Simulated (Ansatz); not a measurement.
Ideal-gas functions of C2H3FS (`C=C(F)S`) at 298.15 K and 1 bar, from an Ansatz frequency run at PBE0-D4/def2-TZVP.

Molar mass 78.11 g/mol, point group Cs (symmetry number 1), electronic degeneracy 1, moments of inertia 48.211, 100.999, 149.211 u Å². Harmonic wavenumbers (cm⁻¹, unscaled): 189, 339, 425, 529, 697, 715, 825, 931, 959, 1225, 1404, 1713, 2731, 3195, 3295.

Use S(trans) = R[1.5 ln M + 2.5 ln T − 1.1517]; rotational temperatures θ = 24.2544 K / I; S(rot) = R[ln(√π/σ · √(T³/θAθBθC)) + 1.5]; for each mode x = 1.438777 ν̃/T, S = R[x/(eˣ − 1) − ln(1 − e⁻ˣ)] and H = RT x/(eˣ − 1); 1 cm⁻¹ = 0.0119627 kJ/mol; R = 8.31446 J/(mol·K).

Q: By hand: the entropy, in J/(mol·K).

A: Translation 163.2. Rotation: θ = 0.5031, 0.2401, 0.1626 K, giving 104.6. Vibration, mode by mode: 9.36, 5.09, 3.66, 2.47, 1.30, 1.21, 0.79, 0.52, 0.46, 0.16, 0.07, 0.02, 0.00, 0.00, 0.00, in all 25.1. Electronic 0.0. Sum 292.9 J/(mol·K).

Q: By hand: H − E and G − E in kJ/mol, counted from the electronic energy.

A: Zero-point energy ½ × 19172 × 0.0119627 = 114.7; thermal vibration 4.9; translation, rotation and pV give 4 RT = 9.9. H − E = 129.5 kJ/mol, and G − E = 129.5 − 298.15 × 292.9/1000 = 42.2 kJ/mol.

Vibration gives 9 % of the entropy. The sum counts one conformer and one mirror image; others add a mixing term.
